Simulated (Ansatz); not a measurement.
Born–Oppenheimer molecular dynamics of C3H3N + FH (9 atoms, charge 0, multiplicity 1). It starts from a relaxed structure.

Level of theory: RKS r2SCAN/STO-3G (Ansatz 0.2.0).

* ensemble: NVE (velocity Verlet)
* time step: 0.25 fs
* steps asked: 306
* starting velocities drawn for: 1000 K
* seed: 434167

First frame:

```xyz
9
Properties=species:S:1:pos:R:3
F -0.138 0.032 -2.451
H -0.899 0.652 -2.569
C 1.006 -0.705 0.901
C 0.041 -0.034 0.242
C -0.986 0.717 0.942
N -1.856 1.353 1.479
H 1.072 -0.724 1.996
H 1.773 -1.266 0.351
H -0.013 -0.025 -0.891
```

**Question.** How far do the bonds stretch over the last three quarters of this one trajectory? (Pairs bonded in most of those frames.)

**Answer.** 
```csv
bond,mean (Å),spread (Å),shortest,longest
F1–H2,0.992,0.031,0.95,1.04
C3–C4,1.357,0.033,1.29,1.41
C3–H7,1.105,0.035,1.04,1.16
C3–H8,1.105,0.025,1.06,1.15
C4–C5,1.465,0.040,1.38,1.53
C4–H9,1.139,0.027,1.09,1.18
C5–N6,1.207,0.008,1.19,1.22
```

Mean temperature of the second half: 489 K. The conserved energy stayed within 0.14 meV per atom of its start (net change 0.023 meV per atom), so the integration is sound. The temperature averaged 0.49 of the 1000 K drawn at the start: a run that starts near a minimum puts about half its kinetic energy into the potential. A run of 0.076 ps of so small a system gives no equilibrium averages. Limits of this set-up: minimal basis.

Run time: 18 min on 1 thread of AMD EPYC (Zen 3), with other jobs on the host, peak memory 0.095 GiB.
